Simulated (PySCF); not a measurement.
From one molecule to another.

First species: o-benzoquinone, C6H4O2.
SMILES: `O=C1C=CC=CC1=O`

Second species: C6H4O2.
Bonds: C1–C2 (aromatic), C2–C3 (aromatic), C3–O4 (aromatic), O4–C5 (aromatic), C5–C6 (aromatic), C6–C7 (aromatic), C7–O8 (aromatic), C1–O8 (aromatic), C3–C7 (aromatic). Hydrogens: H9 on C1; H10 on C2; H11 on C5; H12 on C6.

Levels: CAM-B3LYP/def2-SVPD for dipole moment, HOMO energy, LUMO energy, HOMO–LUMO gap, static isotropic polarisability and electronic spatial extent ⟨r²⟩ about the centre of nuclear charge; TDDFT CAM-B3LYP/def2-SVPD for lowest singlet excitation; TDA CAM-B3LYP/def2-SVPD for lowest triplet excitation (Tamm–Dancoff); GFN2-xTB for rotational constant A and rotational constant C. Geometries: GFN2-xTB. Each species is one conformer at its optimised geometry, gas phase, non-relativistic unless stated. Electronic properties by PySCF.

Question: Which of the two has the higher S1 energy, and by how much?

Answer: The second: 5.33 eV against 2.04 eV, a difference of 3.29 eV.

Question: Which of the two has the higher T1 energy, and by how much?

Answer: The second: 3.37 eV against 1.58 eV, a difference of 1.79 eV.

Question: Which has the higher dipole moment?

Answer: The first: 5.88 D against 0.00 D, a difference of 5.88 D.

Question: Which of the two has the higher HOMO energy, and by how much?

Answer: The second: -7.30 eV against -8.98 eV, a difference of 1.68 eV.

Question: Which of the two has the higher rotational constant A, and by how much?

Answer: The second: 5.439 GHz against 3.315 GHz, a difference of 2.124 GHz.

Question: Which has the higher static isotropic polarisability?

Answer: The first: 73.2 au against 70.8 au, a difference of 2.4 au.

Question: Which has the higher ⟨r²⟩?

Answer: The first: 802 bohr² against 721 bohr², a difference of 81 bohr².

Question: Which of the two has the higher LUMO energy, and by how much?

Answer: The second: 0.69 eV against -2.83 eV, a difference of 3.52 eV.

On the first: S1 lies 4.11 eV below the HOMO–LUMO gap; its leading configuration is HOMO→LUMO, weight 0.96. 1 of the 8 computed singlets lies in the visible range (750 to 380 nm, 1.65 to 3.26 eV), with an oscillator strength of 0.000.

On the second: S1 lies 2.66 eV below the HOMO–LUMO gap; its leading configuration is HOMO→LUMO, weight 0.96. The vertical singlet–triplet gap S1 − T1 is 1.96 eV (TDDFT singlet less Tamm–Dancoff triplet; S1: HOMO→LUMO, weight 0.96; T1: HOMO→LUMO, weight 0.92).
